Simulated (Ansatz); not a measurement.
Born–Oppenheimer molecular dynamics of FH$_{6}$NSi (9 atoms, charge 0, multiplicity 1). It starts at the highest image of a converged band, a first-order saddle point between two minima.

These are results of Ansatz 0.2.0, RKS PBE/def2-SVP, not measurements.

- ensemble: NVE (velocity Verlet)
- time step: 0.5 fs
- steps asked: 200
- starting velocities drawn for: 300 K
- seed: 7303

First frame:

```xyz
9
Properties=species:S:1:pos:R:3
Si 0.078 -0.102 0.100
N 0.122 -0.171 2.001
H -0.801 -0.231 2.451
H 0.649 0.594 2.442
H 1.387 0.251 -0.538
H -0.692 1.216 -0.033
H -0.875 -1.071 -0.530
F 1.079 -1.811 0.749
H 0.715 -1.196 1.758
```

(1) How far do the bonds stretch over the last three quarters of this one trajectory? (Pairs bonded in most of those frames.)

## Answers

(1) 
```json
{"bond": "Si1–N2", "mean (Å)": "1.785", "spread (Å)": "0.022", "shortest": "1.75", "longest": "1.82"}
{"bond": "Si1–H5", "mean (Å)": "1.499", "spread (Å)": "0.016", "shortest": "1.47", "longest": "1.52"}
{"bond": "Si1–H6", "mean (Å)": "1.512", "spread (Å)": "0.008", "shortest": "1.50", "longest": "1.53"}
{"bond": "Si1–H7", "mean (Å)": "1.499", "spread (Å)": "0.018", "shortest": "1.47", "longest": "1.53"}
{"bond": "N2–H3", "mean (Å)": "1.028", "spread (Å)": "0.006", "shortest": "1.02", "longest": "1.04"}
{"bond": "N2–H4", "mean (Å)": "1.028", "spread (Å)": "0.011", "shortest": "1.01", "longest": "1.05"}
{"bond": "F8–H9", "mean (Å)": "0.967", "spread (Å)": "0.035", "shortest": "0.91", "longest": "1.03"}
```

Mean temperature of the second half: 568 K. The conserved energy stayed within 0.14 meV per atom of its start (net change 0.085 meV per atom), so the integration is sound. The kinetic energy rose, since the run started high on the potential surface and went downhill. It ends in pieces (FH + H5NSi), so much of that is their flight and rotation, not heat. A run of 0.1 ps of so small a system gives no equilibrium averages. The orbitals stay closed-shell, which can raise the energy where a bond breaks towards radicals; this wasn't checked here.

Time of the run: 5.2 min on 1 thread of Arm Neoverse V2 (shared host), peak memory 0.14 GiB.
